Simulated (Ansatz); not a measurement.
# C₃H₄F₂: a ladder of functionals and wavefunction methods

One table from this session's results is given with a row withheld; the runs are named, their logs left out.

Program: Ansatz 0.2.0, Gaussian basis. Level of theory: functionals in def2-TZVPP, the program's frozen cores in correlated methods. These are calculated values, not measurements.

Levels to be run: LDA (SPW92), PBE-D4, revPBE-D4, BLYP-D4, r2SCAN-D4, B97M-V, PBE0-D4, B3LYP-D4, r2SCANh-D4, r2SCAN0-D4, HSE06-D4, BHLYP-D4, CAM-B3LYP-D4, LC-ωPBE, ωB97X-V, ωB97M-V, B2PLYP, PBE-QIDH; CCSD(T)/def2-SVP; CCSD(T)/def2-TZVPP; CCSD(T)/def2-QZVPP; extrapolation to the limit; RPA on PBE.

### Structure used throughout

The geometry comes from an earlier relaxation with PBE0-D4 in a triple-zeta def2 set; it is a stationary point, not always the lowest conformer.

SMILES `FC1(F)CC1`, 9 atoms, charge 0, spin multiplicity 1.

Atoms are counted from 1 here; the program's logs count them from 0.

Bond lengths: F1–C2 1.343 Å, C2–F3 1.343 Å, C2–C4 1.469 Å, C2–C5 1.469 Å, C4–C5 1.536 Å, C4–H6 1.082 Å, C4–H7 1.082 Å, C5–H8 1.082 Å, C5–H9 1.082 Å. Angles: F1–C2–F3 109.3°, F1–C2–C4 119.5°, F1–C2–C5 119.5°, F3–C2–C4 119.5°, F3–C2–C5 119.5°, C4–C2–C5 63.1°, C2–C4–C5 58.5°, C2–C4–H6 117.6°, C2–C4–H7 117.6°, C5–C4–H6 117.5°, C5–C4–H7 117.5°, H6–C4–H7 116.0°, C2–C5–C4 58.5°, C2–C5–H8 117.6°, C2–C5–H9 117.6°, C4–C5–H8 117.5°, C4–C5–H9 117.5°, H8–C5–H9 116.0°.

The first run:

Contents of in.yaml:

```yaml
crystal:
  periodic: [false, false, false]
  atoms:
    - {symbol: F, position_ang: [1.653535, -0.826380, 0.516872]}
    - {symbol: C, position_ang: [0.571544, -0.513615, -0.214633]}
    - {symbol: F, position_ang: [0.598197, -1.204413, -1.366034]}
    - {symbol: C, position_ang: [0.068590, 0.866251, -0.209831]}
    - {symbol: C, position_ang: [-0.712554, -0.275846, 0.457359]}
    - {symbol: H, position_ang: [0.563967, 1.577909, 0.437750]}
    - {symbol: H, position_ang: [-0.320039, 1.261049, -1.139521]}
    - {symbol: H, position_ang: [-1.609471, -0.624065, -0.038120]}
    - {symbol: H, position_ang: [-0.725270, -0.307292, 1.539057]}
basis:
  gaussian: {orbitals: def2-TZVPP}
hamiltonian: {xc: lda}
output: {orbitals: {seedname: orbitals}}
```

Started as:

```bash
ansatz run in.yaml --threads 2 --pin off --events-out ev --progress --plain --max-ram 32768MiB --backend cpu
```

Among the steps run: LDA; PBE-D4 (GGA); revPBE-D4 (GGA); BLYP-D4 (GGA); r2SCAN-D4 (meta-GGA); B97M-V (meta-GGA); PBE0-D4 (hybrid); B3LYP-D4 (hybrid); r2SCANh-D4 (hybrid); r2SCAN0-D4 (hybrid); HSE06-D4 (hybrid); BHLYP-D4 (hybrid); CAM-B3LYP-D4 (range-separated); LC-ωPBE (range-separated); ωB97X-V (range-separated); ωB97M-V (range-separated); B2PLYP (double hybrid); PBE-QIDH (double hybrid).

One of the session's tables, all rows but one given; the rest of the session is left out.

It belongs to the step «Frontier levels by functional». 

| functional | HOMO (eV) | LUMO (eV) | gap (eV) |
| --- | --- | --- | --- |
| LDA (SPW92) | -6.96 | 0.52 | 7.48 |
| PBE-D4 | -6.78 | 0.68 | 7.46 |
| revPBE-D4 | -6.71 | 0.73 | 7.44 |
| BLYP-D4 | -6.72 | 0.73 | 7.45 |
| r2SCAN-D4 | -7.07 | 1.29 | 8.36 |
| B97M-V | -7.21 | 1.00 | 8.21 |
| PBE0-D4 | -8.34 | 1.65 | 9.98 |
| B3LYP-D4 | -8.13 | 1.27 | 9.40 |
| r2SCANh-D4 | ? | ? | ? |
| r2SCAN0-D4 | -8.53 | 2.11 | 10.64 |
| HSE06-D4 | -7.93 | 1.27 | 9.20 |
| BHLYP-D4 | -9.84 | 2.20 | 12.04 |
| CAM-B3LYP-D4 | -9.83 | 2.39 | 12.22 |
| LC-ωPBE | -11.14 | 3.75 | 14.89 |
| ωB97X-V | -10.78 | 3.55 | 14.33 |
| ωB97M-V | -10.69 | 3.08 | 13.77 |

Estimate the missing values for r2SCANh-D4.

Worked estimate for «HOMO (eV)». Against the share of exact exchange, r2SCAN-D4 (0, -7.07), r2SCAN0-D4 (0.25, -8.53) give a slope of -5.84 per unit share; at 0.1 the line stands at -7.65.

The run gave: HOMO (eV): -7.66; LUMO (eV): 1.63; gap (eV): 9.29. In «HOMO (eV)» the line misses by +0.01.
